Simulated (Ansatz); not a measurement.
**doublet CO(+): levels of theory in one basis**

```xyz
2

C     0.0000    0.0000    0.0000
O     0.0000    0.0000    1.4000
```

Basis set: def2-SVP (spherical functions). Left uncorrelated: 2 orbitals. Correlation on ROHF uses semicanonical orbitals with singles. Charge 1, multiplicity 2.

Computed with Ansatz (development build ahead of 0.2.0); each method stands on the lowest determinant of its kind that the runs found.

```json
{"method": "ROHF", "E − E(ROHF) (eV)": "0.00", "<S²> of the determinant": "0.75"}
{"method": "UHF", "E − E(ROHF) (eV)": "-0.26", "<S²> of the determinant": "1.10"}
{"method": "UHF-MP2", "E − E(ROHF) (eV)": "-6.23", "<S²> of the determinant": "1.10"}
```

(1) What does ROHF-MP2 give on the same scale?

(2) Is a single determinant a sound starting point here?

## Answers

(1) -6.38 eV.

(2) Only with care. Unrestricted orbitals gain 0.26 eV and <S²> is 1.10 against 0.75 for a pure state, a contamination that matters most for the unrestricted series.

Caution for UHF, UHF-MP2: the unrestricted determinant is spin contaminated. Caution for ROHF-MP2, UHF-MP2: bonds are stretched, where a single reference can fail.
